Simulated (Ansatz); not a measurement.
The input, for Ansatz 0.2.0:

```yaml
crystal:
  periodic: [false, false, false]
  atoms:
    - {symbol: P, position_ang: [0.000000, 0.000000, 0.000000]}
    - {symbol: H, position_ang: [1.234975, 1.239733, 1.237007]}
    - {symbol: H, position_ang: [-1.240798, -1.233452, 1.237458]}
    - {symbol: H, position_ang: [-1.233674, 1.234738, -1.243284]}
    - {symbol: H, position_ang: [1.239497, -1.241019, -1.231180]}
basis:
  gaussian: {orbitals: STO-3G, fitting: {mean_field: def2-universal-jkfit}}
total_charge: 1
magnetization: {spin_polarized: true, initial_magnetization: 0}
correlation: {method: bccd, electrons: all, diis_vectors: 12}
accuracy: high
output: {forces: true}
```

```sh
$ ansatz run in.yaml --threads 1 --pin off --events-out ev --progress --plain --max-ram 2393MiB
```

Task: Roughly how long does this take on 1 thread of Arm Neoverse V2, shared host, and how much host memory?

Result: 2.9 s wall and 0.07 GiB.

```
200 factors; integrals over basis functions are off by at most 8.1e-3 eV
mean field evaluation 1: about -9209.2779 eV, gradient 3.5e0 eV
mean field evaluation 2: about -9209.3994 eV, gradient 1.9e0 eV
mean field evaluation 4: about -9209.4401 eV, gradient 8.1e-3 eV
mean field evaluation 8: about -9209.4401 eV, gradient 1.5e-6 eV
mean field evaluation 16: about -9209.7283 eV, gradient 1.9e0 eV
mean field evaluation 32: about -9211.5694 eV, gradient 5.6e-1 eV
mean field evaluation 64: about -9209.4400 eV, gradient 1.0e-1 eV
mean field evaluation 96: about -9211.7020 eV, gradient 1.6e0 eV
mean field evaluation 128: about -9211.6156 eV, gradient 8.6e-1 eV
mean field evaluation 160: about -9209.4517 eV, gradient 1.3e-2 eV
...
cycle  35  -3.14906095 eV  change    3.8e-7 eV  update   6.8e-8
cycle  36  -3.14906096 eV  change   -8.3e-9 eV  update   2.6e-8
cycle  37  -3.14906098 eV  change   -2.2e-8 eV  update   1.6e-8
cycle  38  -3.14906097 eV  change    1.1e-8 eV  update   7.6e-9
cycle  39  -3.14906097 eV  change   -1.5e-9 eV  update   4.5e-9
cycle  40  -3.14906098 eV  change   -8.9e-9 eV  update   2.6e-9
cycle  41  -3.14906098 eV  change   5.0e-10 eV  update   2.3e-9
cycle  42  -3.14906098 eV  change    5.0e-9 eV  update   2.0e-9
cycle  43  -3.14906098 eV  change  -9.8e-10 eV  update   1.6e-9
cycle  44  -3.14906098 eV  change  -5.4e-10 eV  update   1.4e-9
WARN: the results are in doubt because among natural orbitals full CI differs from the method by -0.495 eV
the calculation of the forces begins
Total energy: -9215.90678315 eV, -338.6783275149 hartree
Atom 0 at     0.000000     0.000000     0.000000 Å, force     0.000000    -0.000000    -0.000001 eV/Å
Atom 1 at     1.234975     1.239733     1.237007 Å, force    -2.350013    -2.359067    -2.353880 eV/Å
Atom 2 at    -1.240798    -1.233452     1.237458 Å, force     2.361094     2.347115    -2.354738 eV/Å
Atom 3 at    -1.233674     1.234738    -1.243284 Å, force     2.347539    -2.349564     2.365826 eV/Å
Atom 4 at     1.239497    -1.241019    -1.231180 Å, force    -2.358620     2.361515     2.342793 eV/Å
Dipole moment:     0.000000    -0.000000    -0.000000 e Å
In doubt: among natural orbitals full CI differs from the method by -0.495 eV
```

Forces (eV/Å):
```
P    0.000  0.000  0.000
H   -2.350 -2.359 -2.354
H    2.361  2.347 -2.355
H    2.348 -2.350  2.366
H   -2.359  2.362  2.343
```
